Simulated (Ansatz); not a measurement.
Geometry optimisation, RKS PBE0/def2-SVP in Ansatz.

The input (input.yaml):

```yaml
crystal:
  periodic: [false, false, false]
  atoms:
    - { symbol: B, position_ang: [0.393612, -0.034705, -0.013002] }
    - { symbol: "N", position_ang: [0.629447, -0.082558, 1.437818] }
    - { symbol: H, position_ang: [-0.062367, -0.295004, 2.145676] }
    - { symbol: H, position_ang: [1.548278, 0.122383, 1.807975] }
    - { symbol: H, position_ang: [1.332054, 0.25192, -0.693545] }
    - { symbol: O, position_ang: [-0.798054, -0.291901, -0.610077] }
    - { symbol: H, position_ang: [-1.50117, -0.516835, 0.006254] }
basis:
  gaussian: { orbitals: def2-SVP }
hamiltonian:
  xc: pbe0
relax:
  f_tol: 0.03
  max_steps: 50
```

Launched with:

```bash
$ ansatz run input.yaml --threads 1 --pin off --max-ram 2048MiB --backend cpu --events-out ev --progress --plain --runs-dir out
```

Q: Where does it end, and by what steps?

A: The run converged. After 4 steps the energy has fallen by 0.080 eV; H3 moved furthest, 0.05 Å.

| step | energy less start (eV) | largest force component (eV/Å) | accepted |
| --- | --- | --- | --- |
| 0 | 0.0000 | 2.396 | yes |
| 1 | -0.0679 | 1.067 | yes |
| 2 | -0.0798 | 0.081 | yes |
| 3 | -0.0803 | 0.038 | yes |
| 4 | -0.0805 | 0.019 | yes |

```xyz
7
Properties=species:S:1:pos:R:3
B 0.411 -0.033 0.020
N 0.625 -0.077 1.409
H -0.081 -0.303 2.099
H 1.531 0.121 1.810
H 1.334 0.250 -0.709
O -0.787 -0.291 -0.581
H -1.492 -0.514 0.034
```

Whether the end is a true minimum wasn't checked by a vibrational analysis.

Run time: 10 s on 1 thread of Intel(R) Xeon(R) Platinum 8259CL CPU @ 2.50GHz (Skylake/Cascade Lake) (shared host), peak memory 0.14 GiB.
